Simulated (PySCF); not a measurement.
The first ionisation energy along the third row

Calculated with PySCF 2.14 from differences of total energies of unrestricted determinants, without spin-orbit coupling. Values in eV. The last column holds reference values (NIST; (s) semi-empirical, (t) theoretical, else measured). Unmarked ones compare directly (S terms, centres of terms, or small fine structure); those marked * lie between the lowest fine-structure levels and include a spin-orbit shift.

```
                         element               configurations     UHF  MP2 (valence)  CCSD (valence)     LDA  MP2 (valence and next inner shell)  SCS-MP2 (valence and next inner shell)  reference
Mg (x2c-QZVPPall, spin-free X2C)          [Ne] 3s2 → [Ne] 3s1   6.615          7.258           7.535   7.733                               7.389                                   7.488      7.646
Al (x2c-QZVPPall, spin-free X2C)      [Ne] 3s2 3p1 → [Ne] 3s2   5.600          5.843           5.924   6.026                               5.815                                   5.806      5.977
Si (x2c-QZVPPall, spin-free X2C)  [Ne] 3s2 3p2 → [Ne] 3s2 3p1   7.626          8.062           8.079   8.222                               8.054                                   7.968      8.157
 P (x2c-QZVPPall, spin-free X2C)  [Ne] 3s2 3p3 → [Ne] 3s2 3p2   9.893         10.506          10.432  10.563                              10.509                                  10.329     10.526
 S (x2c-QZVPPall, spin-free X2C)  [Ne] 3s2 3p4 → [Ne] 3s2 3p3   9.219         10.069          10.182  10.550                              10.069                                  10.165     10.336
Ar (x2c-QZVPPall, spin-free X2C)          [Ar] → [Ne] 3s2 3p5  14.530         15.800          15.633  15.970                              15.815                                  15.721     15.819
```

Task: Fill in the row of Cl (x2c-QZVPPall, spin-free X2C) ([Ne] 3s2 3p5 → [Ne] 3s2 3p4).

Result: UHF 11.746; MP2 (valence) 12.829; CCSD (valence) 12.802; LDA 13.183; MP2 (valence and next inner shell) 12.839; SCS-MP2 (valence and next inner shell) 12.850; reference 12.974 (eV).

"Valence" correlates the outer s and p shells and, in groups 3 to 12 and the f block, the outer d or f shell, open or full, or the next shell where the ion has no valence electron left; the wider scheme adds the next inner shell.
